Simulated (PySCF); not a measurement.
C3H4F2.
SMILES with atom numbers: `[F:1][C@@H:2]1[CH2:3][C@H:4]1[F:5]` (hydrogens: H6 on C2; H7, H8 on C3; H9 on C4)

Method: PySCF, PBE0-D3(BJ)/def2-SVP geometry optimisation, gas phase; density fitting, grid level 1; the optimiser is geomeTRIC in internal coordinates, started from a GFN2-xTB structure with every atom displaced at random (about 0.01 Å).

At the end of the run (lengths in Å): C3–C4 1.498, C2–C4 1.481, C3–H8 1.093, C4–F5 1.353, C4–H9 1.095, C2–C3 1.497, C3–H7 1.093, F1–C2–C3 119.0°, F1–C2–C4 118.6°, C3–C2–C4 60.4°, C2–C3–C4 59.3°, F1–C2–C3–C4 -108°, C2–C3–C4–F5 -108°, F1–C2–C4–C3 109°, H9–C4–C2–F1 1°, H7–C3–C2–F1 -2°.

Question: These geometries were met on the way; a selection of coordinates is given. Order them by energy above the end point, lowest first.
A. C3–C4 1.514, C2–C4 1.499, C3–H8 1.114, C4–F5 1.331, C4–H9 1.104, C2–C3 1.478, C3–H7 1.110, F1–C2–C3 122.3°, F1–C2–C4 117.2°, C3–C2–C4 61.2°, C2–C3–C4 60.1°, F1–C2–C3–C4 -106°, C2–C3–C4–F5 -116°, F1–C2–C4–C3 114°, H9–C4–C2–F1 20°, H7–C3–C2–F1 13°
B. C3–C4 1.498, C2–C4 1.468, C3–H8 1.086, C4–F5 1.360, C4–H9 1.090, C2–C3 1.511, C3–H7 1.084, F1–C2–C3 119.8°, F1–C2–C4 119.9°, C3–C2–C4 60.4°, C2–C3–C4 58.4°, F1–C2–C3–C4 -110°, C2–C3–C4–F5 -110°, F1–C2–C4–C3 109°, H9–C4–C2–F1 2°, H7–C3–C2–F1 -2°
C. C3–C4 1.550, C2–C4 1.520, C3–H8 1.059, C4–F5 1.348, C4–H9 1.075, C2–C3 1.501, C3–H7 1.077, F1–C2–C3 117.8°, F1–C2–C4 115.7°, C3–C2–C4 61.7°, C2–C3–C4 59.7°, F1–C2–C3–C4 -106°, C2–C3–C4–F5 -107°, F1–C2–C4–C3 109°, H9–C4–C2–F1 0°, H7–C3–C2–F1 -1°
D. C3–C4 1.517, C2–C4 1.483, C3–H8 1.100, C4–F5 1.348, C4–H9 1.097, C2–C3 1.497, C3–H7 1.096, F1–C2–C3 120.5°, F1–C2–C4 118.0°, C3–C2–C4 61.2°, C2–C3–C4 58.9°, F1–C2–C3–C4 -107°, C2–C3–C4–F5 -110°, F1–C2–C4–C3 111°, H9–C4–C2–F1 14°, H7–C3–C2–F1 7°
E. C3–C4 1.494, C2–C4 1.476, C3–H8 1.093, C4–F5 1.354, C4–H9 1.096, C2–C3 1.502, C3–H7 1.094, F1–C2–C3 119.6°, F1–C2–C4 119.1°, C3–C2–C4 60.2°, C2–C3–C4 59.0°, F1–C2–C3–C4 -109°, C2–C3–C4–F5 -107°, F1–C2–C4–C3 109°, H9–C4–C2–F1 1°, H7–C3–C2–F1 -3°

Answer: E (0.004 eV), B (0.021 eV), C (0.104 eV), D (0.201 eV), A (0.517 eV).

```json
{"step": "4", "E above end (eV)": "0.004", "rms distance from the end, all atoms (Å)": "0.016", "largest force (eV/Å)": "0.235", "rms shift of all bonds from the end (Å)": "0.003"}
{"step": "3", "E above end (eV)": "0.021", "rms distance from the end, all atoms (Å)": "0.016", "largest force (eV/Å)": "0.659", "rms shift of all bonds from the end (Å)": "0.009"}
{"step": "0", "E above end (eV)": "0.104", "rms distance from the end, all atoms (Å)": "0.029", "largest force (eV/Å)": "2.706", "rms shift of all bonds from the end (Å)": "0.026"}
{"step": "2", "E above end (eV)": "0.201", "rms distance from the end, all atoms (Å)": "0.068", "largest force (eV/Å)": "1.592", "rms shift of all bonds from the end (Å)": "0.007"}
{"step": "1", "E above end (eV)": "0.517", "rms distance from the end, all atoms (Å)": "0.091", "largest force (eV/Å)": "2.705", "rms shift of all bonds from the end (Å)": "0.016"}
```

Rows stand in the order of the answer.
